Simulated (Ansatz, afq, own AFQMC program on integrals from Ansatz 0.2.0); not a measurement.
# AlSiH₂, doublet: a scan with AFQMC

```xyz
4

Si   -0.0563    0.0000    1.1568
Al    0.0305    0.0000   -1.3507
H     0.3768   -1.1894    1.9627
H     0.3768    1.1894    1.9627
```

All coordinates are scaled about the centre. Energies in kcal/mol count from this geometry (1.000) at the same level; the start stands on ROHF, each point on the determinant named.

Basis cc-pVDZ. Noble-gas cores (and the filled d shells of Ga–Kr and In–Xe) are frozen. AFQMC by an in-house program on the Cholesky factors that Ansatz 0.2.0 writes for its CCSD(T) run. ph-AFQMC/CISD is guided by a CISD state made of CCSD amplitudes; releasing the constraint for a short imaginary time cuts its bias at the price of noise, slowly where states lie close. Uncertainties: one standard error, sampling alone.

Cautions, each for one point or more: a spin-contaminated unrestricted determinant lies lower; higher spins were not checked; strong correlation; the ph-AFQMC/CISD walk drifts between its halves; the search met a lower determinant of the same kind, perhaps of another symmetry; unrestricted determinant spin contaminated; walk and cluster series may follow different spin states.

| scale of all distances | det. | T1 | weight | ⟨S²⟩ | B3LYP | wB97M-V | CCSD(T) |
| --- | --- | --- | --- | --- | --- | --- | --- |
| 0.878 | ROHF | 0.058 | 0.82 | pure | 29.2 | 28.7 | 30.4 |
| 1.117 | ROHF | 0.038 | 0.84 | pure | 10.8 | 12.4 | 12.0 |
| 1.486 | ROHF | 0.064 | 0.75 | pure | 97.2 | 105.9 | 101.7 |
| 1.756 | ROHF¶ | 0.060 | 0.69 | pure | 146.9§ | 160.0§ | 144.4 |
| 2.012 | UHF¶ | 0.054 | 0.78 | 2.60 | 171.9§ | 184.4§ | 170.9 |

Estimate the curve of phaseless AFQMC with a CISD trial, counted from the same start.


```json
{"scale of all distances": "0.878", "det.": "ROHF", "T1": "0.058", "weight": "0.82", "⟨S²⟩": "pure", "ph-AFQMC/CISD": "30.7 ± 0.4", "CCSDT(Q)": "30.4"}
{"scale of all distances": "1.117", "det.": "ROHF", "T1": "0.038", "weight": "0.84", "⟨S²⟩": "pure", "ph-AFQMC/CISD": "11.6 ± 0.5", "CCSDT(Q)": "11.8"}
{"scale of all distances": "1.486", "det.": "ROHF", "T1": "0.064", "weight": "0.75", "⟨S²⟩": "pure", "ph-AFQMC/CISD": "102.9 ± 0.5", "CCSDT(Q)": "100.2"}
{"scale of all distances": "1.756", "det.": "ROHF¶", "T1": "0.060", "weight": "0.69", "⟨S²⟩": "pure", "ph-AFQMC/CISD": "148.1 ± 0.5", "CCSDT(Q)": "143.9"}
{"scale of all distances": "2.012", "det.": "UHF¶", "T1": "0.054", "weight": "0.78", "⟨S²⟩": "2.60", "ph-AFQMC/CISD": "167.7 ± 0.5", "CCSDT(Q)": "–"}
```

Weight is that of the determinant in the CISD state; at the start T1 is 0.038 and the weight 0.84. ¶ marks points with a poor determinant and no full CI, where no value is sure; they don't count among the departures. A dash marks a missing value, a released energy that hasn't settled or a functional that sits on another state. § marks a functional whose ⟨S²⟩ is too high by over 0.1. Largest departures from phaseless AFQMC with a CISD trial: CCSD(T) -1.2 kcal/mol at 1.486 (on ROHF), CCSDT(Q) -2.7 kcal/mol at 1.486 (on ROHF), B3LYP -5.8 kcal/mol at 1.486, wB97M-V 2.9 kcal/mol at 1.486. The walk's constraint bias lies outside its error bars, so these are departures and not errors. Functionals count only at points shown to share the start's state and spin. In this small basis the wave-function levels are far from their limit, so their gap to the functionals isn't the functionals' error.

CCSDT and higher add their correlation energy to the determinant of the CCSD(T) run, since their own runs factorise the integrals more tightly (a shift of under 2 meV). A walk keeps the symmetry of its determinant, which the program's search chose and which needn't be the lowest solution, so a lower state of the same spin and another symmetry isn't excluded.
